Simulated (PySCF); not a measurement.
A species of formula C3H4F2O has this rotational fingerprint, computed with PBE0-D3(BJ)/def2-SVP geometry optimisation, gas phase (PySCF):

| Property | Result |
| --- | --- |
| Rotational constants | A = 7988, B = 2410, C = 1975 MHz |
| Dipole components | \|μa\| = 1.00 D, \|μb\| = 0.02 D, \|μc\| = 1.55 D |
| Inertial defect | -17.11 u·Å² |
| κ | -0.86 |

Problem. Which structure is it? (One computed conformer of each.)
A. `FC1(F)COC1`
B. `[CH2:1]=[CH:2][O:3][CH:4]([F:5])[F:6]` with C1–C2–O3–C4 16°, C2–O3–C4–F5 166°
C. `[F:1]/[CH:2]=[CH:3]/[O:4][CH2:5][F:6]` with C2–C3–O4–C5 1°, C3–O4–C5–F6 178°
D. `[CH2:1]=[C:2]([F:3])[O:4][CH2:5][F:6]` with C1–C2–O4–C5 18°, C2–O4–C5–F6 -75°
E. `[F:1][CH2:2][C@@H:3]1[O:4][C@@H:5]1[F:6]` with F1–C2–C3–O4 174°

Solution. D. It is C=C(F)OCF, an asymmetric top, point group C1. The candidates at the same level (rigid rotor, commonest isotopes):

| SMILES | A (MHz) | B (MHz) | C (MHz) | μa (D) | μb (D) | μc (D) | Δ (u·Å²) | point group | rotor |
| --- | --- | --- | --- | --- | --- | --- | --- | --- | --- |
| FC1(F)COC1 | 5956 | 3284 | 3066 | 0.16 | 0.00 | 0.00 | -73.91 | C2v | asymmetric top |
| F/C=C/OCF | 16744 | 1463 | 1357 | 0.22 | 1.27 | 0.06 | -3.37 | – | near-prolate asymmetric top |
| C=C(F)OCF | 7988 | 2410 | 1975 | 1.00 | 0.02 | 1.55 | -17.11 | C1 | asymmetric top |
| C=COC(F)F | 7674 | 2614 | 2116 | 1.74 | 0.09 | 1.25 | -20.41 | C1 | asymmetric top |
| FC[C@@H]1O[C@@H]1F | 6823 | 2487 | 2078 | 0.14 | 0.73 | 0.83 | -34.07 | C1 | asymmetric top |

`FC[C@@H]1O[C@@H]1F` has A 15 % too low; `FC1(F)COC1` has C 55 % too high; `F/C=C/OCF` has A 110 % too high; `C=COC(F)F` has B 8 % too high. No structure here is proved a minimum.
